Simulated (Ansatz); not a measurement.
Ideal-gas functions of H₄NSi, SMILES `[NH][SiH3]` radical at 298.15 K and 1 bar, from an Ansatz frequency run at PBE0-D4/def2-TZVP.

Molar mass 46.13 g/mol, point group Cs (symmetry number 1), electronic degeneracy 2, moments of inertia 6.75, 37.657, 38.491 u Å². Harmonic wavenumbers (cm⁻¹, unscaled): 51, 553, 622, 765, 887, 910, 947, 956, 2195, 2198, 2256, 3480.

Use S(trans) = R[1.5 ln M + 2.5 ln T − 1.1517]; rotational temperatures θ = 24.2544 K / I; S(rot) = R[ln(√π/σ · √(T³/θAθBθC)) + 1.5]; for each mode x = 1.438777 ν̃/T, S = R[x/(eˣ − 1) − ln(1 − e⁻ˣ)] and H = RT x/(eˣ − 1); 1 cm⁻¹ = 0.0119627 kJ/mol; R = 8.31446 J/(mol·K).

By hand: the entropy, in J/(mol·K).

Translation 156.6. Rotation: θ = 3.5932, 0.6441, 0.6301 K, giving 86.7. Vibration, mode by mode: 19.99, 2.25, 1.73, 0.99, 0.62, 0.56, 0.48, 0.47, 0.00, 0.00, 0.00, 0.00, in all 27.1. Electronic 5.8. Sum 276.2 J/(mol·K).

By hand: H − E and G − E in kJ/mol, counted from the electronic energy.

Zero-point energy ½ × 15820 × 0.0119627 = 94.6; thermal vibration 3.8; translation, rotation and pV give 4 RT = 9.9. H − E = 108.3 kJ/mol, and G − E = 108.3 − 298.15 × 276.2/1000 = 26.0 kJ/mol.

Vibration gives 10 % of the entropy, 20.0 J/(mol·K) of it from the mode under 150 cm⁻¹: soft modes count most, and the harmonic formula is weakest for them.
